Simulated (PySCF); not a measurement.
Gas-phase reaction: 2 SiH2Cl → SiCl2 + SiH4. Level: PBE0/def2-QZVP†; standard pressure 1 bar.

Energies from PySCF, thermal terms from the rigid-rotor harmonic-oscillator model, ideal gas at 1 bar. † marks an energy on the PBE0/def2-TZVP geometry and frequencies. Open shells (unrestricted): SiH2Cl (multiplicity 2); the rest are closed-shell singlets. SiH2Cl: computed as isolated molecules; such fragments, hydroxides, amides, oligomers or adducts are transient or little studied in the gas. The harmonic model lacks anharmonicity and excited electronic states, which grow with temperature; levels with a mode under 35 cm⁻¹ are left out.

```json
[
 {"T (K)": "800", "1000/T (1/K)": "1.2500", "log10 K": "8.68"},
 {"T (K)": "1000", "1000/T (1/K)": "1.0000", "log10 K": "6.53"},
 {"T (K)": "1200", "1000/T (1/K)": "0.8333", "log10 K": "5.09"},
 {"T (K)": "1400", "1000/T (1/K)": "0.7143", "log10 K": "?"},
 {"T (K)": "1600", "1000/T (1/K)": "0.6250", "log10 K": "3.29"},
 {"T (K)": "1800", "1000/T (1/K)": "0.5556", "log10 K": "2.69"}
]
```

### Question
Fit log10 K = a + b·(1000/T) to the five rows, get the mean ΔH° and ΔS°, and predict log10 K at 1400 K.

### Answer
Means: 1000/T = 0.8528, log10 K = 5.256. Sums of products about the means: Sxy = 2.76125, Sxx = 0.320037, so b = Sxy/Sxx = 8.63 and a = 5.256 − (8.63)×0.8528 = -2.10.
ΔH° = −R ln 10 × 1000 K × b = −19.145 × (8.63) = -165 kJ; ΔS° = R ln 10 × a = -40 J/K. The run's own values go from -165 kJ and -40 J/K at 800 K to -165 kJ and -40 J/K at 1800 K.
Prediction at 1400 K: -2.10 + (8.63)×0.7143 = 4.06. The computed value is 4.06, 0.00 from the line.
For scale, ΔH°(298 K) is -164 kJ at this level, -207 kJ at ωB97M-V/def2-TZVP†, and runs from -207 to -106 kJ over the 20 levels computed.
